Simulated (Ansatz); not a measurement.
A made-up structure of CH7Si2 (charge +1), closed shell:

```xyz
10
angstrom
C 0.3964 0.2905 -0.5629
Si -1.2981 0.9163 -0.8021
Si 1.0635 -1.1335 1.1945
H -1.2587 2.3357 -0.7911
H -2.2264 0.4539 0.1679
H -1.7383 0.5580 -2.1037
H 1.0788 0.6308 -1.2991
H 0.1955 -2.3185 0.9957
H 0.7003 -0.3509 2.3997
H 2.5081 -1.3861 1.0285
```

It is relaxed with PBE-D4/def2-SVP and then PBE0-D4/def2-TZVP (Ansatz 0.2.0). Atoms count as bonded within 1.22 times the sum of their covalent radii (H–H: 0.88 Å). The end point is not checked to be a true minimum.

Problem. Does its bonding change? (A judgement: the text doesn't fix the answer.)

Solution. The calculation gives: Yes. Formed: C1–Si3, C1–H8; broken: Si3–H8.

Where it ends: The first stage lowers the energy by 3.25 eV in 26 steps. It ends as CH₇Si₂ ([SiH2][CH2][SiH3]), total charge +1:
```
10
angstrom
C 0.2274 -0.6805 -0.4148
Si -1.0529 0.8058 -0.5905
Si 1.0201 -0.5231 1.1653
H -0.2780 2.0619 -0.4882
H -2.0204 0.6791 0.5216
H -1.6529 0.5899 -1.9216
H 0.9153 -0.5624 -1.2567
H -0.3784 -1.5864 -0.5054
H 0.4208 -1.1024 2.3804
H 2.2202 0.3144 1.3373
```

Labels in which every atom is bracketed show which atoms are joined, not bond orders.

For scale, one of the runs: PBE0-D4/def2-TZVP relaxation, 147 basis functions, launched by `ansatz run in.yaml --threads 2 --pin off --events-out ev --progress --plain --max-ram 4352MiB`. The run took about 22 s on 2 CPU threads of an Arm Neoverse V2 (shared host).
